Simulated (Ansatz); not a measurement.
Energy needed to pull apart SiH$_{2}$SO (SMILES O=[SiH]S), singlet, into free ground-state atoms, from the structure below (at a frame of a short PBE0-D4/def2-SVP trajectory); no zero-point or spin–orbit terms; open-shell atoms are treated unrestricted, in their ground-state multiplicity.

```json
{"atom": "O1", "x (Å)": "-0.8683", "y (Å)": "-0.7294", "z (Å)": "1.3917"}
{"atom": "Si2", "x (Å)": "-0.5844", "y (Å)": "-0.3230", "z (Å)": "-0.0806"}
{"atom": "S3", "x (Å)": "1.1433", "y (Å)": "0.7540", "z (Å)": "-0.6166"}
{"atom": "H4", "x (Å)": "-1.2769", "y (Å)": "-0.4100", "z (Å)": "-1.4100"}
{"atom": "H5", "x (Å)": "1.5476", "y (Å)": "0.9284", "z (Å)": "0.6820"}
```

Ansatz 0.2.0; basis: def2-TZVPP; cores frozen in the correlated methods.

| method | atomization energy (eV) |
| --- | --- |
| PBE-D4 | 17.39 |
| r2SCAN-D4 | 17.09 |
| PBE0-D4 | 16.70 |
| wB97M-V | ? |
| HF | ? |
| MP2 | 16.94 |
| CCSD | 15.90 |
| CCSD(T) | 16.36 |

Question: What does HF give? (Judge from chemistry; the value comes from the calculation.)

Answer: The calculation gives: 10.93 eV, which is about 5.43 eV less than CCSD(T)/def2-TZVPP.

Question: What does wB97M-V give? (An estimate is asked for; the value comes from the calculation.)

Answer: The calculation gives: 17.03 eV, which is about 0.68 eV more than CCSD(T)/def2-TZVPP.

In triple zeta the MP2 and coupled-cluster atomization energies are still short of their basis limit by a few kcal/mol a bond, whereas those of the functionals are nearly converged, so these differences are not deviations from converged CCSD(T).

No T1 diagnostic of these runs exceeds 0.021.

For scale, one of the runs: CCSD(T)/def2-TZVPP forces, 143 basis functions, launched by `ansatz run in.yaml --threads 2 --pin off --events-out ev --progress --plain --max-ram 3481MiB`. Time: 51 s of wall clock on 2 CPU threads of an Arm Neoverse V1; the host was shared. Peak host memory: 1.3 GiB.
